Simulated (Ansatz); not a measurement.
C$_{3}$H$_{6}$ClN (`C/N=C(/C)Cl`). The species carries charge 0 and has multiplicity 1.

| atom | x (Å) | y (Å) | z (Å) |
| --- | --- | --- | --- |
| C1 | 0.611 | -1.662 | 0.711 |
| N2 | 0.352 | -0.645 | -0.264 |
| C3 | -0.197 | 0.442 | -0.021 |
| C4 | -0.467 | 1.497 | -1.033 |
| Cl5 | -0.764 | 0.930 | 1.607 |
| H6 | 0.119 | -2.585 | 0.392 |
| H7 | 1.684 | -1.865 | 0.728 |
| H8 | 0.275 | -1.403 | 1.719 |
| H9 | 0.034 | 2.425 | -0.752 |
| H10 | -1.538 | 1.705 | -1.082 |
| H11 | -0.109 | 1.160 | -2.005 |

Task: List the harmonic frequencies (cm⁻¹, unscaled) at PBE0-D4/def2-TZVP in Ansatz. (An estimate is asked.)

Result: The calculation gave: 83, 172, 258, 258, 343, 521, 533, 583, 923, 1046, 1108, 1127, 1131, 1164, 1396, 1429, 1464, 1464, 1481, 1482, 1823, 3038, 3065, 3114, 3117, 3135, 3172.

Task: Is this a minimum?

Result: Yes, all 27 modes are real.

Task: Give the ideal-gas thermochemistry at 298.15 K and 1 bar (rigid rotor, harmonic oscillator; point group Cs, symmetry number 1).

Result: Zero-point energy 229.9 kJ/mol; H(298) − E = 248.9 kJ/mol; entropy 330.4 J/(mol·K), of which translation 165.2, rotation 111.0, vibration 54.2; G(298) − E = 150.4 kJ/mol. Modes under 100 cm⁻¹ are hindered rotations or soft bends, so the harmonic entropy is rough.

Task: Rotational constants (cm⁻¹)?

Result: 0.1664, 0.1197, 0.07145.
